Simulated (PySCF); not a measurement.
# Field gradients at the hydrogen positions

Species: BH₄P.
Geometry (PBE0-D3(BJ)/def2-SVP, Å), atoms numbered from 1 in this order:
```xyz
6
BH4P angstrom
B     -0.8928   -0.0312   -0.0211
P      0.9014    0.0174   -0.4919
H     -1.5213    0.9982    0.0112
H     -1.4502   -1.0971    0.0725
H      1.5232   -1.0341    0.2255
H      1.4459    1.1508    0.1608
```

The species is `BP` (BH4P).

Level: PBE0/pcSseg-1 (PySCF, non-relativistic); Q(2H) = 0.00286 b; rigid geometry, the same for H and D, with no vibrational averaging.

Question: What are Vzz, η and χzz (234.96 MHz × Q × Vzz) at all hydrogens?

Answer: 
| atom | bonded to | bond length (Å) | Vzz (au) | η | χzz (kHz) |
| --- | --- | --- | --- | --- | --- |
| H3 | B1 | 1.207 | 0.2038 | 0.11 | 137 |
| H4 | B1 | 1.207 | 0.2038 | 0.11 | 137 |
| H5 | P2 | 1.417 | 0.1805 | 0.13 | 121 |
| H6 | P2 | 1.417 | 0.1804 | 0.13 | 121 |

Question: Average by the element that carries the hydrogen.

Answer: on B: 137 kHz over 2 positions, mean bond length 1.207 Å; on P: 121 kHz over 2 positions, mean bond length 1.417 Å.

Question: Give the 2H NMR doublet splittings at H4 for a magnetic field along the z, y and x axes of the gradient: 3χ/2, 3χ(1 + η)/4, 3χ(1 − η)/4.

Answer: With |χ| = 137.0 kHz and η = 0.106: 205, 114 and 92 kHz, to first order and without motion.

Isolated species at its PBE0-D3(BJ)/def2-SVP geometry (one conformer only). The small basis limits the accuracy of the gradients.

These values come from a run that also computed NMR shieldings. The run took 2.1 s wall on one thread of an Arm Neoverse V2 (shared host).
